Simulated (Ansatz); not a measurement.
in.yaml

```yaml
crystal:
  periodic: [false, false, false]
  atoms:
    - {symbol: Al, position_ang: [0.000000, 0.000000, 1.177341]}
    - {symbol: S, position_ang: [0.000000, 0.000000, -1.022903]}
    - {symbol: H, position_ang: [0.000000, 1.636908, 0.512382]}
    - {symbol: H, position_ang: [0.000000, -1.636908, 0.512382]}
basis:
  gaussian: {orbitals: 6-31G}
magnetization: {spin_polarized: false, initial_magnetization: 5}
correlation: {method: ccsd_t, electrons: outside_noble_gas}
```

```sh
$ ansatz run in.yaml --threads 1 --pin off --events-out ev --progress --plain --max-ram 2816MiB --backend cpu
```

The program prints:

```
342 factors; integrals over basis functions are off by at most 1.5e-4 eV
mean field evaluation 1: about -17420.9208 eV, gradient 1.2e1 eV
mean field evaluation 2: about -17420.9318 eV, gradient 1.2e1 eV
mean field evaluation 4: about -17422.5582 eV, gradient 1.6e0 eV
mean field evaluation 8: about -17422.6603 eV, gradient 2.1e-1 eV
mean field evaluation 16: about -17422.1658 eV, gradient 8.3e0 eV
mean field evaluation 32: about -17422.6588 eV, gradient 5.5e-1 eV
mean field evaluation 64: about -17419.8441 eV, gradient 7.3e-3 eV
mean field evaluation 96: about -17417.2410 eV, gradient 2.5e-1 eV
mean field evaluation 128: about -17417.5964 eV, gradient 7.7e0 eV
mean field evaluation 160: about -17417.9120 eV, gradient 6.4e-2 eV
mean field evaluation 192: about -17417.2332 eV, gradient 8.4e0 eV
mean field evaluation 224: about -17421.4909 eV, gradient 1.1e-1 eV
mean field -17422.66172387 eV, -640.2710088478 hartree, gradient 2.2e-6 eV, S^2 8.750000; 8 other end points of the search recorded, 0 dependent functions left out
mean field evaluation 256: about -17420.0491 eV, gradient 7.1e0 eV
determinant -17422.66172387 eV, -640.2710088478 hartree, with singles and doubles -17424.88340997 eV, -640.3526543062 hartree
determinant -17421.51518346 eV, -640.2288742649 hartree, with singles and doubles -17423.36511022 eV, -640.2968578196 hartree
determinant -17419.85189371 eV, -640.1677494942 hartree, with singles and doubles -17422.00052744 eV, -640.2467103272 hartree
determinant -17419.84412950 eV, -640.1674641645 hartree, with singles and doubles -17422.07785126 eV, -640.2495519254 hartree
10 core orbitals not correlated: weight in the atoms' cores, before any rotation towards them, 1.000 or more for the frozen orbitals, at most 0.000 for the correlated occupied ones
reference -17422.66172387 eV, -640.2710088478 hartree; 8, 3 occupied and 12, 17 virtual orbitals, 342 factors
second order -1.53788221 eV of doubles, -0.14658008 eV of singles
cycle   1  -2.22172704 eV  change   -4.1e-5 eV  update   6.9e-4
cycle   2  -2.22176589 eV  change   -3.9e-5 eV  update   4.6e-4
cycle   3  -2.22180750 eV  change   -4.2e-5 eV  update   1.5e-4
cycle   4  -2.22181659 eV  change   -9.1e-6 eV  update   5.9e-5
cycle   5  -2.22186461 eV  change   -4.8e-5 eV  update   1.9e-5
cycle   6  -2.22188651 eV  change   -2.2e-5 eV  update   5.6e-6
cycle   7  -2.22188949 eV  change   -3.0e-6 eV  update   2.0e-6
perturbative correction -0.04810437 eV, -0.0017678031 hartree
Total energy: -17424.93171773 eV, -640.3544295835 hartree
```

For the same geometry and basis full CI lies 18.9 meV lower.

Ran on 1 thread of AMD EPYC 7R13, shared host: 1.2 s wall, 0.2 GiB peak host memory.
